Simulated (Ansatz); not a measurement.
# One shape, several levels: doublet C2H2S+

Wanted: a comparison of 6 runs (UHF/3-21G, UB3LYP/6-31G*, U-r2SCAN0/def2-SVPD, UCAM-B3LYP/def2-SVPD, UPBE/def2-SVPD, UCCSD(T)/def2-SVPD) of doublet C2H2S+. 

The results are computed with Ansatz 0.2.0.

48 further runs of the same task are left out: 48 set aside as unsound or not needed.

**1. The molecule**

C2H2S+: 5 atoms, total charge +1, spin state doublet. As SMILES of the parent species, `C#CS`. The coordinates come from a PBE0-D4/def2-TZVP relaxation. That shape belongs to the parent species and isn't relaxed for this state.

Bond lengths: C1–C2 1.204 Å, C2–S3 1.679 Å, C1–H4 1.064 Å, S3–H5 1.346 Å. Angles: C1–C2–S3 175.2°, C2–C1–H4 179.3°, C2–S3–H5 96.7°.

**2. A single-point energy at UHF/3-21G (run 1)**

File job.yaml:

```yaml
crystal:
  periodic: [false, false, false]
  atoms:
    - {symbol: C, position_ang: [-1.196800, -0.342000, 0.001900]}
    - {symbol: C, position_ang: [0.000700, -0.223700, 0.026100]}
    - {symbol: S, position_ang: [1.678900, -0.197600, 0.083400]}
    - {symbol: H, position_ang: [-2.256800, -0.433400, -0.021800]}
    - {symbol: H, position_ang: [1.823900, 1.123100, -0.131000]}
basis:
  gaussian:
    orbitals: 3-21G.json
total_charge: 1
magnetization:
  spin_polarized: true
  initial_magnetization: 1
hamiltonian:
  xc: hf
accuracy: high
output: {orbitals: {seedname: orbitals}}
```

The basis set 3-21G is read from a file made from the Basis Set Exchange's data (not shown).

The run is started by

```console
ansatz run job.yaml --threads 1 --pin off --max-ram 3480MiB --events-out events.jsonl --progress --plain --runs-dir runs
```

The program printed:

```text
Warning: RAYON_NUM_THREADS=1 ignored (pool sized by the plan → 1); use --threads N
Functional definition: HF
  name "HF"
  exchange = exact_x
  correlation = 0
742 factors; integrals over basis functions are off by at most 6.4e-9 eV
mean field evaluation 1: about -12831.2018 eV, gradient 1.7e1 eV
mean field evaluation 2: about -12831.5563 eV, gradient 1.7e1 eV
mean field evaluation 4: about -12833.4373 eV, gradient 2.0e0 eV
mean field evaluation 8: about -12833.5215 eV, gradient 5.8e-1 eV
mean field evaluation 16: about -12833.5634 eV, gradient 4.1e-7 eV
mean field evaluation 32: about -12832.2908 eV, gradient 8.8e-2 eV
mean field -12833.56336082 eV, -471.6247546086 hartree, gradient 2.2e-8 eV, S^2 0.905779; 0 other end points of the search recorded, 0 dependent functions left out
reference -12833.56336082 eV, -471.6247546086 hartree; 15, 14 occupied and 20, 21 virtual orbitals, 742 factors
Total energy: -12833.56336082 eV, -471.6247546086 hartree
```

It took 0.42 s on 1 thread of Arm Neoverse V1, shared host.

**3. The energy at UB3LYP/6-31G(d) (spherical functions) (run 2)**

File input.yaml:

```yaml
crystal:
  periodic: [false, false, false]
  atoms:
    - {symbol: C, position_ang: [-1.196800, -0.342000, 0.001900]}
    - {symbol: C, position_ang: [0.000700, -0.223700, 0.026100]}
    - {symbol: S, position_ang: [1.678900, -0.197600, 0.083400]}
    - {symbol: H, position_ang: [-2.256800, -0.433400, -0.021800]}
    - {symbol: H, position_ang: [1.823900, 1.123100, -0.131000]}
basis:
  gaussian:
    orbitals: 6-31G_st_-spherical.json
total_charge: 1
hamiltonian:
  xc: {name: B3LYP}
magnetization:
  spin_polarized: true
  initial_magnetization: 1
accuracy: high
output: {orbitals: {seedname: orbitals}}
```

The basis set 6-31G* is read from a file made from the Basis Set Exchange's data (not shown).

The run is started by

```console
ansatz run input.yaml --threads 1 --pin off --max-ram 3480MiB --events-out events.jsonl --progress --plain --runs-dir runs
```

The program printed:

```text
Warning: RAYON_NUM_THREADS=1 ignored (pool sized by the plan → 1); use --threads N
Functional definition: B3LYP
  name "B3LYP"
  parameter a0 = 0.2
  parameter ax = 0.72
  parameter ac = 0.81
  exchange = (1 - a0 - ax)*slater_x + ax*b88_x + a0*exact_x
  correlation = (1 - ac)*vwn_rpa_c + ac*lyp_c
1024 factors; integrals over basis functions are off by at most 3.9e-9 eV
mean field evaluation 1: about -12921.4076 eV, gradient 3.8e1 eV
mean field evaluation 2: about -12892.3461 eV, gradient 7.5e1 eV
mean field evaluation 4: about -12929.0890 eV, gradient 1.3e1 eV
mean field evaluation 8: about -12930.1485 eV, gradient 9.3e-1 eV
mean field evaluation 16: about -12930.1555 eV, gradient 1.8e-3 eV
mean field -12930.15546458 eV, -475.1744489492 hartree, gradient 8.6e-8 eV, S^2 0.760263; 0 other end points of the search recorded, 0 dependent functions left out
reference -12930.15549450 eV, -475.1744500485 hartree; 15, 14 occupied and 35, 36 virtual orbitals, 1024 factors
Total energy: -12930.15549450 eV, -475.1744500485 hartree
```

Run time: 4.8 s. Hardware: 1 thread of Arm Neoverse V1, shared host; peak memory 0.17 GiB.

Run 3 isn't shown in full; the table further down has it.

**4. A single-point energy at UCAM-B3LYP/def2-SVPD (run 4)**

File molecule.yaml:

```yaml
crystal:
  periodic: [false, false, false]
  atoms:
    - symbol: C
      position_ang: [-1.196800, -0.342000, 0.001900]
    - symbol: C
      position_ang: [0.000700, -0.223700, 0.026100]
    - symbol: S
      position_ang: [1.678900, -0.197600, 0.083400]
    - symbol: H
      position_ang: [-2.256800, -0.433400, -0.021800]
    - symbol: H
      position_ang: [1.823900, 1.123100, -0.131000]
basis:
  gaussian:
    orbitals: def2-SVPD
magnetization:
  spin_polarized: true
  initial_magnetization: 1
hamiltonian:
  xc: {name: CAM-B3LYP}
total_charge: 1
accuracy: high
output: {orbitals: {seedname: orbitals}}
```

The run is started by

```console
ansatz run molecule.yaml --threads 1 --pin off --max-ram 3480MiB --events-out events.jsonl --progress --plain --runs-dir runs
```

The program printed:

```text
Warning: RAYON_NUM_THREADS=1 ignored (pool sized by the plan → 1); use --threads N
Functional definition: CAM-B3LYP
  name "CAM-B3LYP"
  parameter alpha = 0.19
  parameter beta = 0.46
  parameter omega = 0.33/bohr
[... 1 set-up line as earlier in the session ...]
  exchange = (1 - alpha - beta)*b88_x + beta*b88_x_sr(omega) + alpha*exact_x + beta*exact_x_lr(omega)
  correlation = (1 - ac)*vwn5_c + ac*lyp_c
1540 factors; integrals over basis functions are off by at most 3.7e-9 eV
417 factors; integrals over basis functions are off by at most 1.8e-9 eV
mean field evaluation 1: about -12918.0174 eV, gradient 3.3e1 eV
mean field evaluation 2: about -12914.7394 eV, gradient 4.1e1 eV
mean field evaluation 4: about -12924.2638 eV, gradient 2.5e0 eV
mean field evaluation 8: about -12924.4156 eV, gradient 1.5e-1 eV
mean field evaluation 16: about -12924.4162 eV, gradient 6.8e-4 eV
mean field evaluation 32: about -12924.4162 eV, gradient 9.4e-8 eV
mean field -12924.41624787 eV, -474.9635366253 hartree, gradient 9.4e-8 eV, S^2 0.769704; 2 other end points of the search recorded, 0 dependent functions left out
reference -12924.41626593 eV, -474.9635372890 hartree; 15, 14 occupied and 68, 69 virtual orbitals, 1540 factors
Total energy: -12924.41626593 eV, -474.9635372890 hartree
```

It took 11 s on 1 thread of Arm Neoverse V1, shared host; peak memory 0.32 GiB.

Run 5 isn't shown in full; the table further down has it.

**5. The energy at UCCSD(T)/def2-SVPD (run 6)**

File job.yaml:

```yaml
crystal:
  periodic: [false, false, false]
  atoms:
    - symbol: C
      position_ang: [-1.196800, -0.342000, 0.001900]
    - symbol: C
      position_ang: [0.000700, -0.223700, 0.026100]
    - symbol: S
      position_ang: [1.678900, -0.197600, 0.083400]
    - symbol: H
      position_ang: [-2.256800, -0.433400, -0.021800]
    - symbol: H
      position_ang: [1.823900, 1.123100, -0.131000]
basis:
  gaussian: {orbitals: def2-SVPD}
total_charge: 1
magnetization: {spin_polarized: true, initial_magnetization: 1}
correlation: {method: ccsd_t, frozen_orbitals: {C: 1, H: 0, S: 5}}
accuracy: high
scf: {omitted_lower_state_checks: [cluster_reference, increment]}
```

The run is started by

```console
ansatz run job.yaml --threads 1 --pin off --max-ram 3480MiB --events-out events.jsonl --progress --plain --runs-dir runs
```

The program printed:

```text
Warning: RAYON_NUM_THREADS=1 ignored (pool sized by the plan → 1); use --threads N
[... 12 lines left out ...]
7 core orbitals not correlated: weight in the atoms' cores, before any rotation towards them, 1.000 or more for the frozen orbitals, at most 0.000 for the correlated occupied ones
[... 30 lines left out ...]
Total energy: -12905.74962859 eV, -474.2775510196 hartree
Checks for a lower state left out: cluster_reference, increment
```

Wall time 30 s (1 thread of Arm Neoverse V1, shared host); peak memory 0.73 GiB.

**6. The series**

| run | level | frozen core orbitals | energy (Eh) | HOMO energy (eV) | LUMO energy (eV) | ⟨S²⟩ | wall time |
| --- | --- | --- | --- | --- | --- | --- | --- |
| 1 | UHF/3-21G | – | -471.624755 | -18.17 | -7.84 | 0.906 | 0.42 s |
| 2 | UB3LYP/6-31G* (spherical functions) | – | -475.174450 | -14.63 | -11.79 | 0.760 | 4.8 s |
| 3 | U-r2SCAN0/def2-SVPD | – | -474.909581 | -15.41 | -11.49 | 0.776 | 20 s |
| 4 | UCAM-B3LYP/def2-SVPD | – | -474.963537 | -16.36 | -10.57 | 0.770 | 11 s |
| 5 | UPBE/def2-SVPD | – | -474.735167 | -13.79 | -12.63 | 0.756 | 7.2 s |
| 6 | UCCSD(T)/def2-SVPD | 7 | -474.277551 | – | – | 0.906 | 30 s |

**7. What came out**

| quantity | value |
| --- | --- |
| run 6: total energy | -474.27755 Eh |
| run 6: correlation energy (7 core orbitals frozen) | -415.3 mEh |
| run 6: (T) correction | -18.09 mEh |
| run 6: ⟨S²⟩ of the reference determinant | 0.906 |
| run 6: T1 diagnostic | 0.032 |

What this shows: Totals of different functionals can't be ranked against each other. Spin contamination of the reference: run 6 ⟨S²⟩ = 0.91, run 1 ⟨S²⟩ = 0.91. All runs together took 74 s, the longest 30 s.
